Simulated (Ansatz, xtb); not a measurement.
## A geometry optimisation of H4P2 with r2SCAN-D4/def2-SVP

The starting geometry of this gas-phase singlet has its atoms placed at random.

```xyz
6

P    -0.6029    1.2707   -0.8085
P    -0.7037   -1.6964    0.4476
H     0.0330   -2.0001   -0.4298
H    -1.9699   -0.0222   -0.3824
H    -0.6445    0.2031   -0.1314
H     0.9937   -0.8130    0.9206
```

**Question.** Guess where an optimisation with r2SCAN-D4/def2-SVP ends from this start.

**Answer.** It ends as `PP`. Distances that change by over a tenth: P1–H5 (1.26 → 1.43 Å), P2–H3 (1.19 → 1.43 Å). Contacts that close: P1–P2 (3.22 → 2.26 Å), P1–H4 (1.93 → 1.43 Å), P2–H6 (1.97 → 1.43 Å).

The energy falls by 8.74 eV over 14 steps:

```
step  E − E(last) (eV)
   1             8.744
   2             5.255
   4             2.336
   5             1.529
   7             0.347
   8             0.069
  10             0.006
  11             0.002
  13             0.001
  14             0.000
```

Final geometry (Å):

```yaml
atoms:
  - { symbol: P, position_ang: [-0.6139, 0.4659, -0.6144] }
  - { symbol: P, position_ang: [-0.3583, -1.4913, 0.4771] }
  - { symbol: H, position_ang: [-0.0953, -2.2231, -0.7248] }
  - { symbol: H, position_ang: [-2.0170, 0.2661, -0.8159] }
  - { symbol: H, position_ang: [-0.8487, 1.1988, 0.5927] }
  - { symbol: H, position_ang: [1.0388, -1.2743, 0.7012] }
```

From the same start GFN2-xTB reaches the same bonding as this run.

From so rough a start the end depends on the optimiser's path, so another program may land elsewhere. No frequencies were run, so the end isn't proven a minimum. Run with Ansatz 0.2.0, 12 s on 2 threads of Arm Neoverse V2, on a shared host.
